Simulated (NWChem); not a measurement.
# Correlation energy of CHO

```xyz
3

C      0.4923    -0.3167     0.0000
O     -0.5553     0.2092     0.0000
H      1.4891     0.2260     0.0000
```
Charge 0, spin multiplicity 2.

The numbers come from NWChem runs, not from measurements. The geometry was optimised at UPBE0/def2-SVP, a minimum by its harmonic frequencies.

Basis set: STO-3G. Each correlation energy counts from its own Hartree-Fock reference.

```json
[
 {"method": "CCSD(T) on UHF", "correlation energy (mHa)": "-133.5", "remark": "spin-contaminated"},
 {"method": "UMP2", "correlation energy (mHa)": "-102.5", "remark": "spin-contaminated"},
 {"method": "CCSD on ROHF", "correlation energy (mHa)": "-132.5", "remark": "-"},
 {"method": "CCSD on UHF", "correlation energy (mHa)": "-130.6", "remark": "spin-contaminated"},
 {"method": "CCSD[T] on UHF", "correlation energy (mHa)": "-135.4", "remark": "spin-contaminated"},
 {"method": "CCSD(T) on ROHF", "correlation energy (mHa)": "-137.1", "remark": "-"},
 {"method": "SCS-UMP2", "correlation energy (mHa)": "-102.7", "remark": "spin-contaminated"},
 {"method": "CCSD[T] on ROHF", "correlation energy (mHa)": "-139.0", "remark": "-"},
 {"method": "CCSDT on ROHF", "correlation energy (mHa)": "-138.0", "remark": "-"}
]
```

The values span 36.5 mHa, from CCSD[T] on ROHF (lowest) to UMP2 (highest). 

The correlated methods keep 2 core orbitals frozen. The structure started from a generated list of species. The unpaired electrons of the parent sit in orbitals of symmetry a' (Cs labels of the run); other states weren't searched. The stability of the SCF solutions was not checked. Open-shell Hartree-Fock references start from PBE0 orbitals. Coupled-cluster values serve here as a point of comparison, not as the truth.
